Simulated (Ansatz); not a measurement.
We consider rock-salt ZrC, described by r²SCAN0 (plane waves, PAW; Ansatz, a program for electronic structure).

Numerical settings: plane-wave cutoff 520 eV, 10×10×10 k mesh, Fermi–Dirac smearing 0.05 eV, scalar-relativistic PAW data made under PBE.

A third-order Birch–Murnaghan fit to the energies gives V0 = 12.961 Å³/atom, B0 = 242 GPa, B′ = 4.0.

```json
[
 {"V (Å³/atom)": "12.316", "P (GPa)": "…"},
 {"V (Å³/atom)": "12.640", "P (GPa)": "6.36"},
 {"V (Å³/atom)": "12.785", "P (GPa)": "3.39"},
 {"V (Å³/atom)": "12.965", "P (GPa)": "-0.07"},
 {"V (Å³/atom)": "13.289", "P (GPa)": "…"},
 {"V (Å³/atom)": "13.613", "P (GPa)": "…"}
]
```

Question: Estimate the withheld pressures from this fit; the answers are the runs' own values.

Answer: 
- 12.316, P (GPa): 13.63
- 13.289, P (GPa): -5.74
- 13.613, P (GPa): -10.76

The formula P = (3/2) B0 (x^(7/3) − x^(5/3)) [1 + (3/4)(B′ − 4)(x^(2/3) − 1)] with x = V0/V meets the computed pressures within 0.06 GPa when these rounded values are put in.

Measured, for comparison: bulk modulus 223 GPa (temperature not stated, not corrected to a static lattice, from single-crystal elastic constants, our sources range from 208 to 223; as tabulated in arXiv:1102.4063); equilibrium volume per atom 12.95 Å³/atom (temperature not stated, not corrected to a static lattice; as tabulated in Zhang et al. (2018), doi:10.1088/1367-2630/aac7f0). Computed (rounded) less measured: bulk modulus +9 % (+9 % to +16 % over the range), equilibrium volume per atom +0.1 %. A static lattice is as a rule a little smaller and stiffer than an uncorrected measurement, which narrows the difference in the bulk modulus and would widen misses of the other sign.

Computed values are for the static lattice.
